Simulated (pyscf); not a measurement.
Thermochemistry of product channels of H₃Si–O–AsH₂ (SMILES [SiH3]O[AsH2]) + SiH₂ (SMILES [SiH2]) [singlet] on the singlet surface, in kJ/mol, from ωB97M-D3(BJ)/def2-TZVP energies (ideal gas, 1 atm, RRHO with modes under 100 cm⁻¹ raised to 100, one conformer, R ln 2 for chiral ones without a mode under 150 cm⁻¹). PySCF, gas phase, ωB97X-D3(BJ)/def2-SVP geometries.

```tsv
products	ΔE	ΔH(298 K)	ΔG(600 K)	ΔG(1200 K)
H₃Si–O–SiH₂–AsH₂ (SMILES [SiH3]O[SiH2][AsH2])	-379.2	-365.6	-274.2	-188.0
H₃Si–O–AsH–SiH₃ (SMILES [SiH3]O[AsH][SiH3])	-243.2	-231.3	-140.4	-55.3
```

These are energies of the channels, which say nothing of barriers. H₃Si–O–AsH₂ lies 44.7 kJ/mol over its isomer HO–SiH₂–AsH₂ (electronic energy, ωB97M-D3(BJ)/def2-TZVP). Elements up to Kr have no core potential and no relativistic terms here.
